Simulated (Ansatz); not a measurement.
A nudged elastic band was laid between two geometries of C2H4OS + FH (10 atoms, charge 0, multiplicity 1).

These are results of RKS BHLYP-D4/cc-pVDZ in Ansatz 0.2.0, not measurements.

* movable images: 5
* climbing image: from the first iteration
* spring: 5.0 eV/Å²
* optimiser: lbfgs
* start path: through a guess of the saddle point
* force threshold: 0.05 eV/Å
* iteration limit: 60
* end points: relaxed

First end point:

```xyz
10
Properties=species:S:1:pos:R:3
H 0.956 0.331 1.144
C 0.744 -0.564 0.559
C -0.340 -0.253 -0.430
S -0.867 -1.644 -1.409
O -0.829 0.837 -0.580
H -0.222 2.026 0.466
F 0.256 2.475 1.131
H 0.431 -1.386 1.209
H 1.641 -0.886 0.021
H -1.770 -0.936 -2.112
```

Last end point:

```xyz
10
Properties=species:S:1:pos:R:3
H 0.194 0.923 1.585
C 0.815 -0.741 0.358
C -0.114 -0.371 -0.534
S -1.218 -1.551 -1.250
O -0.301 0.866 -1.007
H 0.072 1.498 -0.380
F 0.233 1.844 1.478
H 0.856 -1.761 0.713
H 1.612 -0.061 0.636
H -2.150 -0.646 -1.598
```

Q: Which bonds break or form, and what moves?

A: Bonds broken: H1–C2, H6–F7. Bonds formed: H1–F7, O5–H6.

Q: Give the energies along the band, and the barrier.

A: It converged. The highest image is number 3 of 0 to 6, 1.81 eV above the first end and 0.71 eV above the last; the last end lies 1.10 eV above the first. Neighbouring images differ by up to 1.6 eV, so the band resolves the path poorly. Another band between the same ends (5 images) ends at a top of the same energy, where a vibrational analysis finds 1 clearly imaginary mode. The orbitals stay closed-shell, which can raise the energy where a bond breaks towards radicals; this wasn't checked here.

| image | path coordinate (Å) | energy (eV) | H1–C2 (Å) | H6–F7 (Å) | H1–F7 (Å) |
| --- | --- | --- | --- | --- | --- |
| 0 | 0.00 | 0.00 | 1.09 | 0.93 | 2.26 |
| 1 | 0.73 | 0.02 | 1.09 | 0.93 | 2.19 |
| 2 | 1.46 | 0.18 | 1.10 | 0.95 | 1.95 |
| 3 | 2.19 | 1.81 | 1.36 | 1.36 | 1.20 |
| 4 | 2.52 | 1.37 | 1.69 | 1.60 | 0.98 |
| 5 | 2.85 | 1.14 | 1.93 | 1.80 | 0.94 |
| 6 | 3.19 | 1.10 | 2.16 | 1.90 | 0.93 |

Q: What is the geometry of the highest image?

A: 
```xyz
10
Properties=species:S:1:pos:R:3
H 0.396 0.564 1.256
C 0.724 -0.561 0.570
C -0.175 -0.279 -0.479
S -1.181 -1.520 -1.168
O -0.359 0.919 -0.888
H -0.053 1.523 -0.078
F 0.221 1.754 1.235
H 0.714 -1.572 0.963
H 1.723 -0.158 0.394
H -2.010 -0.670 -1.804
```

Run time: 5.8 min on 2 threads of Intel(R) Xeon(R) 6975P-C (Granite Rapids), with other jobs on the host, peak memory 0.27 GiB.
